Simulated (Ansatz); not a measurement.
C2H, SMILES [C]#C, multiplicity 2.

The structure is a stationary point at B3LYP-D3(BJ)/def2-TZVPD. The isomer is the one that the SMILES or the coordinates give; other isomers of the formula were not compared.

Two levels are set side by side: PBE/def2-TZVPD (Ansatz, a first-principles code) and PBE0/def2-TZVPD (Ansatz). Energy differences of separate SCF runs at the same geometry; the states with an electron removed or added have multiplicity 3 and 1. Differences are taken from unrounded values.

```
quantity                          PBE0
-------------------------------  -----
vertical ionisation energy (eV)  11.54
vertical electron affinity (eV)   2.79
```

### Question
What does PBE give, and how far is it from PBE0? (Estimate from the structure and the level; the computed values follow.)

### Answer

```json
[
 {"quantity": "vertical ionisation energy (eV)", "PBE": "11.68", "PBE minus PBE0": "0.14"},
 {"quantity": "vertical electron affinity (eV)", "PBE": "2.83", "PBE minus PBE0": "0.04"}
]
```

Here PBE gives about what the other level gives.
